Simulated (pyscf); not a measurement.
H₂N–SiH₂–NH₂ + H₂B–Cl → H₂N–SiH(NH₂)–Cl + borane (BH₃) (four-centre exchange; singlet surface; H–Si, B–Cl broken, Cl–Si, B–H formed). Structures and frequencies: ωB97X-D3(BJ)/def2-SVP in PySCF. Energies in eV from the separated reactants.

| level | barrier | reaction energy |
|---|---|---|
| ωB97X-D3(BJ)/def2-TZVP | 0.02 | -0.26 |
| PBE/def2-TZVP | ? | -0.06 |
| r²SCAN/def2-TZVP | 0.00 | -0.16 |
| B3LYP-D3(BJ)/def2-TZVP | ? | ? |
| PBE0-D3(BJ)/def2-TZVP | -0.06 | -0.15 |
| M06-2X/def2-TZVP | 0.10 | -0.22 |

Q: What belongs in the gaps?

A: 
- PBE/def2-TZVP, barrier: -0.02
- B3LYP-D3(BJ)/def2-TZVP, barrier: 0.17
- B3LYP-D3(BJ)/def2-TZVP, reaction energy: -0.17

On the reactant side the descent ends in an adduct with a B–H contact, 0.39 eV under the separated species and 0.41 eV under the saddle at ωB97X-D3(BJ)/def2-TZVP. On the product side the descent ends in an adduct with a B–Cl contact, 0.35 eV under the separated species and 0.63 eV under the saddle at ωB97X-D3(BJ)/def2-TZVP. At PBE, PBE0-D3(BJ) the saddle lies under the separated reactants, which points to a path from their complex (located at ωB97X-D3(BJ) alone). What is counted as formed (B–H) is already present as a longer contact in the reactant adduct; forming that adduct is a step of its own. What is counted as broken (B–Cl) persists as a longer contact in the product adduct; parting that adduct is a step of its own. One saddle was located; it need not be the lowest between these sides.
